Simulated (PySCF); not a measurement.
Compound: C2F3N.
Bonds: C1–N2 (triple), N2–C3, C3–F4, C3–F5, C3–F6.

The same species was optimised twice, with GFN2-xTB and with PBE0-D3(BJ)/def2-SVP (PySCF), and the same property calculations (PySCF, gas phase) were run on both structures.

```
  coordinate  GFN2-xTB  PBE0-D3(BJ)/def2-SVP  change
   C1≡N2 (Å)     1.164                 1.177  +0.013
   C3–F5 (Å)     1.331                 1.321  -0.010
   C3–F6 (Å)     1.331                 1.321  -0.010
   C3–F4 (Å)     1.331                 1.321  -0.010
   N2–C3 (Å)     1.395                 1.404  +0.009
N2–C3–F5 (°)     111.0                 109.9    -1.1
F4–C3–F6 (°)     107.9                 108.9    +1.0
F5–C3–F6 (°)     107.9                 109.0    +1.1
F4–C3–F5 (°)     107.9                 108.9    +1.0
N2–C3–F4 (°)     111.0                 110.0    -1.0
N2–C3–F6 (°)     111.0                 110.0    -1.0
C1–N2–C3 (°)     180.0                 179.8    -0.2
```

Rotational constants: A = 5742, B = 3214, C = 3214 MHz (GFN2-xTB) against A = 5753, B = 3228, C = 3228 MHz (PBE0-D3(BJ)/def2-SVP). Point groups within 0.08 Å: C3v and C3v. Atoms that the bonding makes alike are paired by their places after alignment.

On the GFN2-xTB structure: HOMO (eV) -10.02 [PBE0/pcSseg-1]; LUMO (eV) -0.85 [PBE0/pcSseg-1]; dipole (D) 0.76 [PBE0/pcSseg-1]; GIAO shielding of C1 (ppm) -6.1 [PBE0/pcSseg-1]; GIAO shielding of N2 (ppm) 69.8 [PBE0/pcSseg-1]; GIAO shielding of C3 (ppm) 69.9 [PBE0/pcSseg-1]; GIAO shielding of F4/F5/F6 (mean) (ppm) 232.5 [PBE0/pcSseg-1].

Task: What do these properties become on the PBE0-D3(BJ)/def2-SVP structure?

Result: 
```csv
property,level,on GFN2-xTB,on PBE0-D3(BJ)/def2-SVP,change
HOMO (eV),PBE0/pcSseg-1,-10.02,-9.99,+0.03
LUMO (eV),PBE0/pcSseg-1,-0.85,-0.80,+0.05
dipole (D),PBE0/pcSseg-1,0.76,0.94,+0.18
"energy, GFN2-xTB geometry as zero (kcal/mol)",PBE0/pcSseg-1,0.0,-0.3,-0.3
GIAO shielding of C1 (ppm),PBE0/pcSseg-1,-6.1,-6.4,-0.3
GIAO shielding of N2 (ppm),PBE0/pcSseg-1,69.8,64.3,-5.5
GIAO shielding of C3 (ppm),PBE0/pcSseg-1,69.9,71.3,+1.4
GIAO shielding of F4/F5/F6 (mean) (ppm),PBE0/pcSseg-1,232.5,239.2,+6.7
```

The heavy atoms differ by 0.010 Å rms after alignment. Among bonds between heavy atoms C1≡N2 changes most (+0.013 Å). Changes are differences of the printed values. Neither structure is proved a minimum here.
